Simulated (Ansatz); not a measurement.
Cubic perovskite KTaO3, treated with HSE06 (plane waves, PAW; Ansatz, an electronic-structure program).

Settings: plane-wave cutoff 460 eV, 6×6×6 k mesh, Fermi–Dirac smearing 0.01 eV, scalar-relativistic PAW data made under PBE.

The cell has the measured lattice: a = b = c = 3.9885 Å, α = β = γ = 90.00°.

Question: Give the computed band gap and smallest direct gap on the k points sampled.

Answer: 
- band gap = 3.58 eV (on the SCF k mesh)
- smallest direct gap on the k points sampled = 4.23 eV

Measured, for comparison: band gap 3.64 eV (temperature not stated, no zero-point or thermal correction, indirect; as tabulated in Himmetoglu and Janotti (2016), arXiv:1601.06205).

Note: cell and atoms aren't relaxed at this level (pressure -0.4 GPa).

Spin–orbit coupling is not included.

Cost on a shared machine: about 110 core-seconds (a rough figure).
